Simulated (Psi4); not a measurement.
# doublet [HNO2]+ at 3 levels

We compute a comparison of 3 runs (UHSE06/def2-TZVP, UTPSSh/def2-TZVP, UMP3/def2-TZVP) of doublet [HNO2]+. 

The calculation is run with Psi4 1.11.

**1. The system as given**

[HNO2]+ has 4 atoms, charge +1, and is taken as a doublet. As SMILES of the parent species, `O=NO`. The shape is that of a PBE0-D4/def2-TZVP optimisation. That shape belongs to the parent species and isn't relaxed for this state.

Bond lengths: O1–N2 1.162 Å, N2–O3 1.397 Å, O3–H4 0.967 Å. Angles: O1–N2–O3 111.2°, N2–O3–H4 102.9°.

**2. Energy and gradient at UHSE06/def2-TZVP (run 1)**

Input file hno2.in:

```
memory 2200 mb

molecule system {
  1 2
  O
  N 1 1.161832
  O 2 1.397344 1 111.21317
  H 3 0.966964 2 102.94714 1 -179.99954
  symmetry c1
  no_reorient
  no_com
}

set {
  reference uks
  puream true
  e_convergence 1e-09
  d_convergence 1e-08
  scf_type pk
  dft_radial_points 99
  dft_spherical_points 590
  maxiter 100
}

e_tot, wfn = gradient("hse06/def2-TZVP", return_wfn=True)
oeprop(wfn, "MULLIKEN_CHARGES", "LOWDIN_CHARGES", "MAYER_INDICES", title="HSE06")
print_variables()
```

Started as:

```
$ psi4 hno2.in hno2.out -n 1
```

hno2.out:

```text
[...]
  Running in c1 symmetry.
[...]
  Nuclear repulsion =   70.553842733115431
[...]
  Multiplicity = 2
[...]
  Nalpha       = 12
  Nbeta        = 11
[...]
    Number of basis functions: 99
[...]
   @UKS iter   1:  -205.10740914355824    1.27835e-01   4.75448e-03 ADIIS/DIIS
[...]
   @UKS iter  16:  -205.18745870078968    4.32010e-11   3.28200e-09 DIIS
[...]
   @S^2 Observed:                7.592008865E-01
[...]
  @UKS Final Energy:  -205.18745870078968
   => Energetics <=
    Nuclear Repulsion Energy =             70.5538427331154310
    One-Electron Energy =                -412.5240601902530102
    Two-Electron Energy =                 155.1529900736177581
    DFT Exchange-Correlation Energy =     -18.3702313172698943
    Empirical Dispersion Energy =           0.0000000000000000
    VV10 Nonlocal Energy =                  0.0000000000000000
    Total Energy =                       -205.1874587007896764
[...]
  -Total Gradient:
     Atom            X                  Y                   Z
    ------   -----------------  -----------------  -----------------
       1       -0.000000168650    -0.030571820223    -0.056486065638
       2        0.000000156380     0.078660049164     0.069455031426
       3        0.000000061175    -0.051098688014     0.007500965566
       4       -0.000000049029     0.002995251568    -0.020474496747
[...]
```

Wall time 63 s (1 thread of Intel Xeon Platinum 8259CL at 2.50GHz (Skylake/Cascade Lake), shared host); peak memory 1 GiB.

**3. Energy and gradient at UTPSSh/def2-TZVP (run 2)**

Input file job.py:

```python
import psi4

psi4.set_memory(2200000000)
psi4.set_num_threads(1)
psi4.core.set_output_file('run.log', False)

molecule = psi4.geometry("""
1 2
O      0.78168521     0.08925176     2.71602777
N      0.60499582    -0.79255114     0.71312595
O     -0.68530918     0.82138836    -0.93097358
H     -0.70135295    -0.11808899    -2.49818014
units bohr
symmetry c1
""")

options = {'basis': 'def2-TZVP', 'reference': 'uks', 'puream': True, 'e_convergence': 1e-09, 'd_convergence': 1e-08, 'scf_type': 'pk', 'dft_radial_points': 99, 'dft_spherical_points': 590, 'maxiter': 100}
psi4.set_options(options)

E, wfn = psi4.gradient('TPSSH', molecule=molecule, return_wfn=True)
psi4.oeprop(wfn, 'DIPOLE', 'MAYER_INDICES', 'WIBERG_LOWDIN_INDICES')
print('gradient / Eh bohr^-1')
print(E.np.round(6))
print(f'energy = {wfn.energy():.10f} Eh')
```

Started as:

```
$ python job.py
```

run.log:

```text
[...]
  Running in c1 symmetry.
[...]
  Nuclear repulsion =   70.553867082187708
[...]
  Multiplicity = 2
[...]
  Nalpha       = 12
  Nbeta        = 11
[...]
    Number of basis functions: 99
[...]
   @UKS iter   1:  -205.31589741005700    1.33226e-01   4.79332e-03 DIIS/ADIIS
[...]
   @UKS iter  14:  -205.39366589863113   -1.11129e-11   9.44796e-09 DIIS
[...]
   @S^2 Observed:                7.572382683E-01
[...]
  @UKS Final Energy:  -205.39366589863113
   => Energetics <=
    Nuclear Repulsion Energy =             70.5538670821877076
    One-Electron Energy =                -412.6317798387037783
    Two-Electron Energy =                 158.3539489715681725
    DFT Exchange-Correlation Energy =     -21.6697021136832184
    Empirical Dispersion Energy =           0.0000000000000000
    VV10 Nonlocal Energy =                  0.0000000000000000
    Total Energy =                       -205.3936658986311272
[...]
  -Total Gradient:
     Atom            X                  Y                   Z
    ------   -----------------  -----------------  -----------------
       1       -0.012853820761     0.039990888906     0.022171049996
       2        0.028180336853    -0.075742477152    -0.029370947176
       3       -0.018644289364     0.028047569577    -0.016136642747
       4        0.003319993809     0.007702194754     0.023340906770
[...]
```

The script printed:

```text
gradient / Eh bohr^-1
[[-0.012854  0.039991  0.022171]
 [ 0.02818  -0.075742 -0.029371]
 [-0.018644  0.028048 -0.016137]
 [ 0.00332   0.007702  0.023341]]
energy = -205.3936658986 Eh
```

Run time: 70 s. Hardware: 1 thread of Intel Xeon Platinum 8259CL at 2.50GHz (Skylake/Cascade Lake), shared host; peak memory 1.1 GiB.

**4. A single-point energy at UMP3/def2-TZVP (run 3)**

Input file calc.py:

```python
import psi4

psi4.set_memory('2200 MB')
psi4.set_num_threads(1)
psi4.set_output_file('output.dat', False)

geom = psi4.geometry("""
1 2
O      0.413650     0.047230     1.437260
N      0.320150    -0.419400     0.377370
O     -0.362650     0.434660    -0.492650
H     -0.371140    -0.062490    -1.321980
units angstrom
symmetry c1
no_reorient
no_com
""")

psi4.set_options({
    'reference': 'uhf',
    'puream': True,
    'e_convergence': 1e-09,
    'd_convergence': 1e-08,
    'scf_type': 'pk',
    'num_frozen_docc': 3,
    'maxiter': 100,
    'mp_type': 'conv',
})

result, w = psi4.energy("mp3/def2-TZVP", return_wfn=True)
print('E =', round(result, 9))
```

Started as:

```
$ python calc.py
```

output.dat:

```text
[...]
  Running in c1 symmetry.
[...]
  Nuclear repulsion =   70.553867106049779
[...]
  Multiplicity = 2
[...]
  Nalpha       = 12
  Nbeta        = 11
[...]
    Number of basis functions: 99
[...]
   @UHF iter   1:  -204.15545093699535   -1.78777e-01   6.18114e-03 ADIIS/DIIS
[...]
   @UHF iter  24:  -204.35427393097820   -4.51905e-12   4.42288e-09 DIIS
[...]
   @S^2 Observed:                8.533102705E-01
[...]
  @UHF Final Energy:  -204.35427393097820
   => Energetics <=
    Nuclear Repulsion Energy =             70.5538671060497791
    One-Electron Energy =                -412.0577673057525772
    Two-Electron Energy =                 137.1496262687246031
    Total Energy =                       -204.3542739309781950
  UHF NO Occupations:
  HONO-2 :   10  A 1.9812341
  HONO-1 :   11  A 1.9701448
[...]
 Multipole Moments:
 ------------------------------------------------------------------------------------
     Multipole            Electronic (a.u.)      Nuclear  (a.u.)        Total (a.u.)
 ------------------------------------------------------------------------------------
 L = 1.  Multiply by 2.5417464519 to convert [e a0] to [Debye]
 Dipole X            :         -4.0679578            4.3046260            0.2366682
 Dipole Y            :         -2.0117370            1.6191740           -0.3925630
 Dipole Z            :        -16.6281948           16.7741351            0.1459402
 Magnitude           :                                                    0.4810573
[...]
	SCS-MP2 Total Energy (a.u.)        :  -204.95345606052024
	SOS-MP2 Total Energy (a.u.)        :  -204.94440180473686
[...]
	SOS-PI-MP2 Total Energy (a.u.)     :  -204.98979625656443
[...]
	MP2 Total Energy (a.u.)            :  -204.97156457208709
[...]
	SCS-MP3 Total Energy (a.u.)        :  -204.95371825516693
[...]
	MP3 Total Energy (a.u.)            :  -204.97261335067390
[...]
```

On the terminal:

```text
E = -204.972613351
```

Run time: 27 s. Hardware: 1 thread of Intel Xeon Platinum 8259CL at 2.50GHz (Skylake/Cascade Lake), shared host; peak memory 1.1 GiB.

**5. All runs side by side**

| run | level | properties | task | energy (Eh) | HOMO energy (eV) | LUMO energy (eV) | ⟨S²⟩ | wall time |
| --- | --- | --- | --- | --- | --- | --- | --- | --- |
| 1 | UHSE06/def2-TZVP | (mulliken, lowdin, mayer) | gradient | -205.187459 | -18.55 | -14.54 | 0.759 | 63 s |
| 2 | UTPSSh/def2-TZVP | (dipole, mayer, wiberg) | gradient | -205.393666 | -17.95 | -14.73 | 0.757 | 70 s |
| 3 | UMP3/def2-TZVP | – | energy | -204.972613 | -23.45 | -8.13 | 0.853 | 27 s |

**6. Results**

| quantity | value |
| --- | --- |
| run 3: total energy | -204.97261 Eh |
| run 3: HOMO energy (Hartree–Fock orbitals) (highest over α and β) | -23.45 eV |
| run 3: LUMO energy (Hartree–Fock orbitals) (lowest over α and β) | -8.13 eV |
| run 3: correlation energy (3 core orbitals frozen) | -618.3 mEh |
| run 3: ⟨S²⟩ of the reference determinant | 0.853 |

Totals of different functionals can't be ranked against each other. Spin contamination of the reference: run 3 ⟨S²⟩ = 0.85. All runs together took 2.7 min, the longest 70 s.
